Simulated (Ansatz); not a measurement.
# C2H6N2O: one species, many methods

The task here is to estimate one member of a computed series from the others.

Computed with Ansatz 0.2.0, Gaussian basis. Level: functionals in def2-TZVPP, the program's frozen cores in correlated methods.

The runs, in order: PBE-D4, r2SCAN-D4, PBE0-D4, B3LYP-D4, ωB97X-V, ωB97M-V, B2PLYP; CCSD(T)/def2-TZVPP; MP2/def2-QZVPP; extrapolation to the limit.

### The geometry

The geometry comes from an earlier relaxation with PBE0-D4 in a triple-zeta def2 set; it is a stationary point, not always the lowest conformer.

SMILES `N=COCN`, 11 atoms, charge 0, spin multiplicity 1.

Atoms are counted from 1 here; the program's logs count them from 0.

Bond lengths: N1–C2 1.262 Å, N1–H6 1.017 Å, C2–O3 1.339 Å, C2–H7 1.090 Å, O3–C4 1.436 Å, C4–N5 1.410 Å, C4–H8 1.096 Å, C4–H9 1.096 Å, N5–H10 1.004 Å, N5–H11 1.004 Å. Angles: C2–N1–H6 113.5°, N1–C2–O3 130.8°, N1–C2–H7 119.8°, O3–C2–H7 109.4°, C2–O3–C4 117.3°, O3–C4–N5 108.9°, O3–C4–H8 107.7°, O3–C4–H9 107.8°, N5–C4–H8 111.8°, N5–C4–H9 111.8°, H8–C4–H9 108.6°, C4–N5–H10 115.7°, C4–N5–H11 115.7°, H10–N5–H11 112.4°.

The first run:

in.yaml

```yaml
crystal:
  periodic: [false, false, false]
  atoms:
    - {symbol: N, position_ang: [-0.709162, 2.165143, 0.274157]}
    - {symbol: C, position_ang: [0.273555, 1.550744, 0.774401]}
    - {symbol: O, position_ang: [0.689224, 0.287648, 0.616404]}
    - {symbol: C, position_ang: [-0.077377, -0.552002, -0.260797]}
    - {symbol: N, position_ang: [0.511802, -1.832407, -0.298969]}
    - {symbol: H, position_ang: [-1.269368, 1.591964, -0.351096]}
    - {symbol: H, position_ang: [0.943313, 2.068517, 1.460472]}
    - {symbol: H, position_ang: [-0.089643, -0.079339, -1.249180]}
    - {symbol: H, position_ang: [-1.103136, -0.587483, 0.122529]}
    - {symbol: H, position_ang: [0.925718, -2.096003, -1.174952]}
    - {symbol: H, position_ang: [-0.029626, -2.573783, 0.107631]}
basis:
  gaussian: {orbitals: def2-TZVPP}
hamiltonian: {xc: pbe, dispersion: d4}
output: {forces: true, orbitals: {seedname: orbitals}}
```

The run is started by

```
> ansatz run in.yaml --threads 4 --pin off --events-out ev --progress --plain --max-ram 10444MiB
```

Steps of the session up to this table: PBE-D4 (GGA); r2SCAN-D4 (meta-GGA); PBE0-D4 (hybrid); B3LYP-D4 (hybrid); ωB97X-V (range-separated); ωB97M-V (range-separated); B2PLYP (double hybrid); CCSD(T) in def2-TZVPP; MP2 in def2-QZVPP.

One of the session's tables, all rows but one given; the rest of the session is left out.

| method | atomisation energy (kJ/mol) |
| --- | --- |
| PBE-D4 | 4376.8 |
| r2SCAN-D4 | 4212.8 |
| PBE0-D4 | 4240.8 |
| B3LYP-D4 | 4238.6 |
| ωB97X-V | 4235.1 |
| ωB97M-V | 4239.9 |
| B2PLYP | 4182.6 |
| HF/def2-TZVPP | 2800.5 |
| MP2/def2-TZVPP | 4162.0 |
| CCSD/def2-TZVPP | 3996.6 |
| CCSD(T)/def2-TZVPP | 4078.4 |
| MP2/CBS | ? |
| CCSD(T)/CBS | 4210.3 |

Q: Estimate the row for MP2/CBS from the others.

As computed: atomisation energy (kJ/mol): 4293.9. In the column «atomisation energy (kJ/mol)» it lies between PBE0-D4 (4240.8) and PBE-D4 (4376.8).

Caveats from the session: Free atoms (2 N, 2 C, 1 O, 6 H) were run apart at each level; the atomisation energy is their sum less the molecule, without zero-point or spin-orbit terms.
